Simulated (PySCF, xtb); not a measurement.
Homolysis of single bonds, series Si Br-SH. All species are isolated molecules in the gas phase. One relaxed conformer stands for each flexible species; it need not be the lowest. Strings in code marks are SMILES.

Quantity: homolytic bond dissociation enthalpy at 298 K (no spin–orbit term), in kcal/mol. Enthalpy corrections at 298 K come from GFN2-xTB frequencies (xtb).

Level 1: B3LYP/6-311+G** (LANL2DZ on Br) // PBE-D3(BJ)/def2-TZVP (PySCF)
Level 2: B3LYP/LANL2DZ // PBE-D3(BJ)/def2-TZVP (PySCF)
Level 3: PBE/6-31G* // PBE-D3(BJ)/def2-TZVP (PySCF)
Level 4: HF/STO-3G // PBE-D3(BJ)/def2-TZVP (PySCF)

```csv
species,level 1,level 2,level 3,level 4
"Si–Br bond of `S[Si](S)(S)Br`, giving `S[Si](S)S` and `[Br]`",73.6,58.2,86.4,80.8
"S–Si bond of `S[Si](S)(S)Br`, giving `S[Si](S)Br` (H–S–Si–Br torsion -179°, Br–Si–S–H torsion 178°) and `[SH]`",73.3,55.2,79.5,69.5
"Si–Br bond of `S[Si](Br)(Br)Br` (H–S–Si–Br torsion 60°), giving `S[Si](Br)Br` (H–S–Si–Br torsion 52°) and `[Br]`",70.7,54.5,85.1,75.0
```
